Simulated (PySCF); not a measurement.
Epichlorohydrin, C₃H₅ClO.
SMILES with atom numbers: `[Cl:1][CH2:2][C@@H:3]1[CH2:4][O:5]1`

Definitions: NICS(0) = −σiso at the ring centroid; NICS(1) = −σiso and NICS(1)zz = −σzz at ±1 Å along the ring normal z. Level: GIAO PBE0/pcSseg-1 (PySCF, non-relativistic, gas phase) on the GFN2-xTB geometry, one conformer.

Ring bond lengths (Å), with Mayer bond orders in brackets: C3–C4 1.465 (1.02), C4–O5 1.399 (0.94), O5–C3 1.394 (0.92).

Question: Give the NICS values of each ring in ppm.

Answer: 
| ring | type | NICS(0) | NICS(1), two faces | NICS(1)zz, two faces | rms pucker (Å) | centre to ring atoms, mean (Å) |
| --- | --- | --- | --- | --- | --- | --- |
| C3–C4–O5 | 3-membered ring with O; formal bonds all single | -46.6 | -6.0 / -6.2 | -22.7 / -20.0 | 0.00 | 0.82 |

Question: What can be read from them?

Answer: 
- C3–C4–O5: mean NICS(1)zz -21.4 ppm, shielded. C3, C4 have four or more neighbours, and the NICS criterion for π rings isn't applied. NICS(0) lies 40 ppm below the mean NICS(1).

Question: What field does 9.4 T along the ring normal induce along that normal at the second NICS(1) probe listed for ring C3–C4–O5, 1 Å off the ring?

Answer: NICSzz × B0 = -20.0 ppm × 9.4 T = -188 μT, against the applied field.

Question: What are the shieldings of the ring atoms and their hydrogens in the same run (means over atoms taken as equivalent)?

Answer: 
```csv
atoms,environment,σ isotropic (ppm),"principal values of the symmetric part, first atom (ppm)"
C3,sp3 carbon bound to oxygen,136.9,"79.2, 147.2, 184.4"
C4,sp3 carbon bound to oxygen,141.7,"97.5, 145.8, 181.8"
O5,epoxide oxygen,307.1,"154.2, 356.0, 411.0"
H on C3,methine hydrogen,28.88,"22.3, 27.8, 36.5"
H on C4,methylene hydrogen,29.08,"24.0, 25.9, 37.4"
H on C4,methylene hydrogen,29.41,"25.0, 27.3, 35.9"
```

Shape of the structure used: `[Cl:1][CH2:2][C@@H:3]1[CH2:4][O:5]1`: Cl1–C2–C3–C4 -86°.
